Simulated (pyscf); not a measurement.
Single points on ωB97X-D3(BJ)/def2-SVP structures (PySCF, gas phase).

Question: How much does it cost (ΔH, 298 K, ωB97M-D3(BJ)/def2-TZVP) to split H₆O₃Si₃ (SMILES O1[SiH2]O[SiH2]O[SiH2]1) at its H–Si bond into cyclic H₅O₃Si₃ (SMILES O1[SiH]O[SiH2]O[SiH2]1) [doublet] + H•?

Answer: H–Si to cyclic H₅O₃Si₃ (SMILES O1[SiH]O[SiH2]O[SiH2]1) [doublet] + H•: 95.2 kcal/mol. The 7 functionals that were run give +87.1 (PBE) to +95.2 kcal/mol (ωB97M-D3(BJ)). Other isomers of cyclic H₅O₃Si₃ (SMILES O1[SiH]O[SiH2]O[SiH2]1) [doublet] were not searched in full and may lie lower.
